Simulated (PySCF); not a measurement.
C4H4O2.
SMILES: `O=C(O)C1=CC1`

The calculation used MP2 and CCSD/aug-cc-pVDZ in PySCF, restricted Hartree–Fock reference, frozen core, non-relativistic, gas phase, PBE0-D3(BJ)/def2-SVP geometry.

E(HF) = -303.48598 Eh.

(1) How large is the problem?

(2) What are the MP2 and CCSD correlation energies?

(3) What is the T1 diagnostic?

(4) How does correlation change the dipole moment?

Answers

(1) 174 basis functions and 44 electrons; 6 orbitals frozen, which leaves o = 16 correlated occupied and v = 152 virtual orbitals. That is o·v = 2432 singles and o·v(o·v + 1)/2 = 2958528 distinct closed-shell doubles amplitudes before symmetry; the costliest CCSD step grows as o²v⁴ = 1.4 × 10^11.

(2) MP2 -0.9246 Eh and CCSD -0.9510 Eh, which gives totals of -304.41055 and -304.43700 Eh. That is 0.809 eV for each correlated electron at CCSD (2497 kJ/mol in all, 0.312 % of the total energy); MP2 gives 97.2 % of the CCSD value.

(3) 0.0154, below the customary warning level of 0.02. It is the norm of the spatial-orbital singles amplitudes over the root of the number of correlated electrons, so the norm is 0.087.

(4) HF gives 2.50 D and CCSD (unrelaxed density) 2.06 D, a change of -0.44 D.

Connected triples and the basis-set limit are missing.

The values belong to the conformer `[O:1]=[C:2]([OH:3])[C:4]1=[CH:5][CH2:6]1`: O1–C2–C4–C5 176°, H–O3–C2–O1 0°.
